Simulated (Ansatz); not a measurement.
# SiPH5 (SMILES [SiH3]P) at BCCD(T)/STO-3G

Aim: the energy change on altering one bond length of SiPH5 at BCCD(T)/STO-3G, from 2 runs. 

The results are computed with Ansatz 0.2.0.

50 further runs of the same task are left out: 50 set aside as unsound or not needed.

**1. The system as given**

SiPH5 has 7 atoms, charge 0, and is taken as a singlet. SMILES: `[SiH3]P`. The shape is that of a GFN2-xTB optimisation.

Bond lengths: Si1–P2 2.234 Å, Si1–H3 1.462 Å, Si1–H4 1.462 Å, Si1–H5 1.465 Å, P2–H6 1.383 Å, P2–H7 1.383 Å. Angles: Si1–P2–H6 95.7°, Si1–P2–H7 95.8°, P2–Si1–H3 106.9°, P2–Si1–H4 106.8°, P2–Si1–H5 113.1°, H6–P2–H7 92.2°, H3–Si1–H4 111.1°, H3–Si1–H5 109.5°, H4–Si1–H5 109.5°.

**2. A single-point energy at BCCD(T)/STO-3G**

Contents of input.yaml:

```yaml
crystal:
  periodic: [false, false, false]
  atoms:
    - {symbol: Si, position_ang: [-0.640830, -0.361550, -0.395920]}
    - {symbol: P, position_ang: [1.061310, -0.009120, 1.007680]}
    - {symbol: H, position_ang: [-1.825500, -0.602940, 0.426340]}
    - {symbol: H, position_ang: [-0.298920, -1.544330, -1.184630]}
    - {symbol: H, position_ang: [-0.890510, 0.768910, -1.293660]}
    - {symbol: H, position_ang: [0.664680, 1.260240, 1.387120]}
    - {symbol: H, position_ang: [1.929760, 0.488790, 0.053060]}
basis:
  gaussian: {orbitals: STO-3G}
correlation: {method: bccd_t, frozen_orbitals: {H: 0, P: 5, Si: 5}}
accuracy: high
scf: {omitted_lower_state_checks: [cluster_reference, increment]}
```

Launch:

```sh
$ ansatz run input.yaml --threads 1 --pin off --max-ram 2610MiB --events-out events.jsonl --progress --plain --runs-dir runs
```

The log of the run, cut to the lines that bear on the results:

```text
Warning: RAYON_NUM_THREADS=1 ignored (pool sized by the plan → 1); use --threads N
Functional definition: HF
  name "HF"
[...]
414 factors; integrals over basis functions are off by at most 1.0e-8 eV
[...]
mean field -17018.66626886 eV, -625.4244497142 hartree, gradient 2.1e-8 eV, S^2 0.000000; 0 other end points of the search recorded, 0 dependent functions left out
10 core orbitals not correlated: weight in the atoms' cores, before any rotation towards them, 1.000 or more for the frozen orbitals, at most 0.000 for the correlated occupied ones
reference -17018.66626886 eV, -625.4244497142 hartree; 7, 7 occupied and 6, 6 virtual orbitals, 414 factors
second order -2.07054598 eV of doubles, -0.00000000 eV of singles
cycle   1  -2.68713471 eV  change   -6.2e-1 eV  update   6.5e-2
[...]
cycle  18  -3.01545215 eV  change  -6.9e-11 eV  update  1.7e-10
perturbative correction -0.01815355 eV, -0.0006671305 hartree
Total energy: -17021.69987455 eV, -625.5359326673 hartree
Checks for a lower state left out: cluster_reference, increment
```

Run time: 0.24 s. Hardware: 1 thread of Arm Neoverse V1, shared host.

**3. The distorted shape**

Contents of run.yaml:

```yaml
crystal:
  periodic: [false, false, false]
  atoms:
    - {symbol: Si, position_ang: [-0.726305, -0.065863, -0.198748]}
    - {symbol: P, position_ang: [0.975835, 0.286567, 1.204852]}
    - {symbol: H, position_ang: [-1.910975, -0.307253, 0.623512]}
    - {symbol: H, position_ang: [-0.298920, -1.544330, -1.184630]}
    - {symbol: H, position_ang: [-0.975985, 1.064597, -1.096488]}
    - {symbol: H, position_ang: [0.579205, 1.555927, 1.584292]}
    - {symbol: H, position_ang: [1.844285, 0.784477, 0.250232]}
basis:
  gaussian:
    orbitals: STO-3G
total_charge: 0
correlation:
  method: bccd_t
  frozen_orbitals: {H: 0, P: 5, Si: 5}
scf:
  omitted_lower_state_checks: [cluster_reference, increment]
accuracy: high
```

Launch:

```sh
$ ansatz run run.yaml --threads 1 --pin off --max-ram 2610MiB --events-out events.jsonl --progress --plain --runs-dir runs
```

The log of the run, cut to the lines that bear on the results:

```text
Warning: RAYON_NUM_THREADS=1 ignored (pool sized by the plan → 1); use --threads N
[... 2 set-up lines as earlier in the session ...]
[...]
414 factors; integrals over basis functions are off by at most 1.3e-8 eV
[...]
mean field -17017.12797255 eV, -625.3679183676 hartree, gradient 6.0e-8 eV, S^2 0.000000; 0 other end points of the search recorded, 0 dependent functions left out
10 core orbitals not correlated: weight in the atoms' cores, before any rotation towards them, 1.000 or more for the frozen orbitals, at most 0.000 for the correlated occupied ones
reference -17017.12797255 eV, -625.3679183676 hartree; 7, 7 occupied and 6, 6 virtual orbitals, 414 factors
second order -2.29565644 eV of doubles, -0.00000000 eV of singles
cycle   1  -3.00202932 eV  change   -7.1e-1 eV  update   7.5e-2
[...]
cycle  19  -3.40403497 eV  change  -2.9e-10 eV  update  2.3e-10
perturbative correction -0.02519614 eV, -0.0009259412 hartree
Total energy: -17020.55720366 eV, -625.4939402865 hartree
Checks for a lower state left out: cluster_reference, increment
```

Run time: 0.24 s. Hardware: 1 thread of Arm Neoverse V1, shared host.

**4. Summary of results**

At BCCD(T)/STO-3G, 10 core orbitals frozen:

```
                                                          quantity          value
                                         first shape: total energy  -625.53593 Eh
         first shape: correlation energy (10 core orbitals frozen)     -111.5 mEh
                                       first shape: (T) correction      -0.67 mEh
                                     distorted shape: total energy  -625.49394 Eh
     distorted shape: correlation energy (10 core orbitals frozen)     -126.0 mEh
                                   distorted shape: (T) correction      -0.93 mEh
energy change with the Si1–H4 bond stretched from 1.462 to 1.828 Å       1.143 eV
```

What this shows: With the Si1–H4 bond stretched from 1.462 to 1.828 Å the energy rises by 1.14 eV (110 kJ/mol). The first shape isn't relaxed at this level, so the change isn't measured from a minimum. The minimal basis adds a large error of its own. The triples (first shape) make up 0.6 % of the correlation energy. The triples (distorted shape) make up 0.7 % of the correlation energy.
